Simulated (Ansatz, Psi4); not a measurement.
Gas-phase reaction in SMILES: CC(F)F [1,1-difluoroethane] + 3 [H][H] (H2) → 2 C (CH4) + 2 F (HF)

Property: energy of full hydrogenation (enthalpy at 298 K), in kcal/mol. Terms: 6-31G* and kin with 6d, 5d where marked; valence correlation only; dispersion terms only where a functional's name holds one; non-relativistic; LANL2DZ all-electron up to Ne; spin-orbit terms left out. CBS marks a two-point X^-3 extrapolation of the correlation energy; Hartree-Fock from the larger set. Ab initio and DFT rows: single points at B3LYP-D3(BJ) geometries (Ansatz, an electronic-structure program), with unscaled harmonic terms from B3LYP/6-31G* (Ansatz) at its own minima.

Measured values: Active Thermochemical Tables 1.112 (ions: stationary electron), as tabulated in the package chemicals; CRC Handbook, as tabulated in the package chemicals; they hold spin-orbit and core effects, anharmonicity. 

Value to compare with, the measured value: -47.2 kcal/mol.

```json
[
 {"level": "PBE/STO-3G", "program": "Ansatz", "energy of full hydrogenation (enthalpy at 298 K) (kcal/mol)": "21.1", "error": "68.3"},
 {"level": "B3LYP/STO-3G", "program": "Ansatz", "energy of full hydrogenation (enthalpy at 298 K) (kcal/mol)": "12.9", "error": "60.1"},
 {"level": "B3LYP/6-31G", "program": "Ansatz", "energy of full hydrogenation (enthalpy at 298 K) (kcal/mol)": "-28.1", "error": "19.1"},
 {"level": "B3LYP/6-31G*", "program": "Ansatz", "energy of full hydrogenation (enthalpy at 298 K) (kcal/mol)": "-20.6", "error": "26.6"},
 {"level": "wB97X-D/6-31G*", "program": "Psi4", "energy of full hydrogenation (enthalpy at 298 K) (kcal/mol)": "-26.3", "error": "20.9"},
 {"level": "MP2/STO-3G", "program": "Ansatz", "energy of full hydrogenation (enthalpy at 298 K) (kcal/mol)": "3.4", "error": "50.6"},
 {"level": "MP2/LANL2DZ", "program": "Ansatz", "energy of full hydrogenation (enthalpy at 298 K) (kcal/mol)": "-49.5", "error": "-2.3"},
 {"level": "r2SCAN-D4/def2-TZVPD", "program": "Ansatz + dftd4", "energy of full hydrogenation (enthalpy at 298 K) (kcal/mol)": "-39.0", "error": "8.2"},
 {"level": "B2PLYP-D3(BJ)/def2-TZVPD", "program": "Ansatz + dftd3", "energy of full hydrogenation (enthalpy at 298 K) (kcal/mol)": "-42.9", "error": "4.3"},
 {"level": "CCSD(T)/CBS(cc-pVTZ,cc-pVQZ)", "program": "Ansatz", "energy of full hydrogenation (enthalpy at 298 K) (kcal/mol)": "-45.5", "error": "1.7"}
]
```

Among the 7 habitual levels, PBE/STO-3G lies farthest from the measured value (68.3 kcal/mol) and MP2/LANL2DZ nearest (-2.3); 6 of 7 lie above it, and their mean absolute error is 35.4 kcal/mol, the median 26.6. One case shows no general order.

The levels are drawn from those run, B3LYP/6-31G* more often than the rest, none by its result; left out are runs that failed, that the program found above a lower state of the same kind, or whose <S^2> lies over 0.5 above the pure value.
